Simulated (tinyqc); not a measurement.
Worked calculation (part 2 of 2): UKS/LDA (VWN5) in the sto-6g basis, for CH, spin multiplicity 4. Computed by tinyqc, a small Python program that keeps every step (integrals from PySCF). Command: `OMP_NUM_THREADS=1 python tinyqc.py 23312 23313 out.jsonl` (the two numbers bound the seeds that draw the settings). One thread of a shared host (Intel(R) Xeon(R) Processor @ 2.60GHz), about 1 s of CPU time with the checks.

Geometry (angstrom):
```
atom       x       y       z
C     0.0000  0.0000  0.0000
H     0.0000  0.0000  1.2800
```

## Iteration 17 (converged): orbitals

converged F(alpha) (hartree), lower triangle:
```
          1C 1s    1C 2s   1C 2px   1C 2py   1C 2pz    2H 1s
1C 1s   -9.6285
1C 2s   -2.5591  -1.0847
1C 2px   0.0000   0.0000  -0.0802
1C 2py   0.0000   0.0000   0.0000  -0.0802
1C 2pz   0.0017  -0.0187   0.0000   0.0000  -0.1289
2H 1s   -0.4403  -0.3836   0.0000   0.0000  -0.2363  -0.2586
```

converged F(beta) (hartree), lower triangle:
```
          1C 1s    1C 2s  1C 2px  1C 2py   1C 2pz    2H 1s
1C 1s   -9.5809
1C 2s   -2.5271  -0.9165
1C 2px   0.0000   0.0000  0.0965
1C 2py   0.0000   0.0000  0.0000  0.0965
1C 2pz  -0.0054  -0.0706  0.0000  0.0000   0.0208
2H 1s   -0.4358  -0.3509  0.0000  0.0000  -0.2187  -0.2175
```

X:
```
              1        2       3        4        5       6
1C 1s    0.2728   0.7705  0.0000   0.0000   0.5957  0.2112
1C 2s   -0.8193  -0.5232  0.0000   0.0000   0.4114  0.4279
1C 2px   0.0000   0.0000  0.6182   0.7860   0.0000  0.0000
1C 2py   0.0000   0.0000  0.7860  -0.6182   0.0000  0.0000
1C 2pz  -0.7191   0.5394  0.0000   0.0000  -0.5465  0.3496
2H 1s    1.0356  -0.2423  0.0000   0.0000  -0.2109  0.5256
```

Diagonalise F' = X^T F X, C = X C', fill 5 alpha and 2 beta electrons from the bottom; D(s) = C_occ C_occ^T. Each column has its largest component positive (the first on a tie).

F' = X^T F X (alpha) (hartree), lower triangle:
```
         1        2        3        4        5        6
1   0.0867
2  -0.7560  -3.8610
3   0.0000   0.0000  -0.0802
4   0.0000   0.0000   0.0000  -0.0802
5  -0.6131  -4.0572   0.0000   0.0000  -4.7743
6  -0.2881  -1.9338   0.0000   0.0000  -2.3031  -1.5404
```

orbital energies (alpha) (hartree): MO1 -9.6343, MO2 -0.4705, MO3 -0.2282, MO4 -0.0802, MO5 -0.0802, MO6 0.2441

coefficients C (alpha):
```
            MO1      MO2      MO3      MO4     MO5      MO6
1C 1s    0.9932  -0.2358   0.1228   0.0000  0.0000   0.1012
1C 2s    0.0278   0.8256  -0.5482   0.0000  0.0000  -0.5607
1C 2px   0.0000   0.0000   0.0000   0.9889  0.1486   0.0000
1C 2py   0.0000   0.0000   0.0000  -0.1486  0.9889   0.0000
1C 2pz   0.0025   0.0952   0.6410   0.0000  0.0000  -0.8994
2H 1s   -0.0070   0.3370   0.5087   0.0000  0.0000   1.0390
```

F' = X^T F X (beta) (hartree), lower triangle:
```
         1        2       3       4        5        6
1   0.1728
2  -0.7558  -3.7410
3   0.0000   0.0000  0.0965
4   0.0000   0.0000  0.0000  0.0965
5  -0.6132  -4.1398  0.0000  0.0000  -4.6415
6  -0.3283  -1.9463  0.0000  0.0000  -2.2868  -1.4665
```

orbital energies (beta) (hartree): MO1 -9.5856, MO2 -0.3649, MO3 -0.0691, MO4 0.0965, MO5 0.0965, MO6 0.3434

coefficients C (beta):
```
            MO1      MO2      MO3     MO4      MO5      MO6
1C 1s    0.9939  -0.1961  -0.1818  0.0000   0.0000   0.0894
1C 2s    0.0250   0.6581   0.7795  0.0000   0.0000  -0.5060
1C 2px   0.0000   0.0000   0.0000  0.0615   0.9981   0.0000
1C 2py   0.0000   0.0000   0.0000  0.9981  -0.0615   0.0000
1C 2pz   0.0032   0.2096  -0.5056  0.0000   0.0000  -0.9640
2H 1s   -0.0065   0.4798  -0.5203  0.0000   0.0000   0.9752
```

D(alpha) after iteration 17, lower triangle:
```
          1C 1s    1C 2s  1C 2px  1C 2py  1C 2pz   2H 1s
1C 1s    1.0572
1C 2s   -0.2344   0.9829
1C 2px   0.0000   0.0000  1.0000
1C 2py   0.0000   0.0000  0.0000  1.0000
1C 2pz   0.0588  -0.2727  0.0000  0.0000  0.4199
2H 1s   -0.0239  -0.0009  0.0000  0.0000  0.3581  0.3724
```

D(beta) after iteration 17, lower triangle:
```
          1C 1s   1C 2s  1C 2px  1C 2py  1C 2pz   2H 1s
1C 1s    1.0264
1C 2s   -0.1042  0.4337
1C 2px   0.0000  0.0000  0.0000
1C 2py   0.0000  0.0000  0.0000  0.0000
1C 2pz  -0.0380  0.1380  0.0000  0.0000  0.0440
2H 1s   -0.1006  0.3156  0.0000  0.0000  0.1006  0.2302
```

Within a degenerate level the vectors are fixed only up to a rotation; this is one choice.

## Convergence

Stop when the energy changes by less than 1e-08 hartree and every element of the error matrix X^T (F D S - S D F) X (for each spin) is below 3e-05.

Course of the cycle:
```
iteration  E (hartree)     change  largest element of the error matrix
1           -37.326432          -                             3.01e-01
2           -37.765848  -4.39e-01                             7.39e-02
3           -37.871915  -1.06e-01                             5.21e-02
4           -37.899894  -2.80e-02                             2.80e-02
5           -37.907622  -7.73e-03                             1.66e-02
6           -37.909880  -2.26e-03                             9.01e-03
7           -37.910564  -6.84e-04                             5.26e-03
8           -37.910778  -2.14e-04                             2.88e-03
9           -37.910846  -6.81e-05                             1.69e-03
10          -37.910868  -2.20e-05                             9.28e-04
11          -37.910876  -7.15e-06                             5.48e-04
12          -37.910878  -2.34e-06                             3.06e-04
13          -37.910879  -7.66e-07                             1.79e-04
14          -37.910879  -2.52e-07                             1.02e-04
15          -37.910879  -8.28e-08                             5.89e-05
16          -37.910879  -2.73e-08                             3.36e-05
17          -37.910879  -8.98e-09                             1.94e-05
```

PySCF UKS in the same basis, fine grid, after a stability check = -37.910799 hartree

Converged in 17 iterations. The coarse grid moves the energy by -8.06e-05 hartree.

## Populations, bond orders and dipole

overlap S, lower triangle:
```
         1C 1s   1C 2s  1C 2px  1C 2py  1C 2pz   2H 1s
1C 1s   1.0000
1C 2s   0.2432  1.0000
1C 2px  0.0000  0.0000  1.0000
1C 2py  0.0000  0.0000  0.0000  1.0000
1C 2pz  0.0000  0.0000  0.0000  0.0000  1.0000
2H 1s   0.0418  0.3883  0.0000  0.0000  0.3970  1.0000
```

Mulliken: Z minus the diagonal of D S on the atom; Loewdin: the same with S^(1/2) D S^(1/2); Mayer order: 2 sum_s sum (D(s) S)_ij (D(s) S)_ji over the two atoms.

Charges (e):
```
atom  Mulliken  Loewdin  Mulliken spin
1C     -0.0984  -0.0798         2.8752
2H      0.0984   0.0798         0.1248
```

Mayer bond orders:
```
pair   order
2-1   0.9748
```

dipole moment about the origin, x y z (debye): 0.0000  0.0000  0.4596

<S^2> of the determinant (pure state: 3.75) = 3.7511
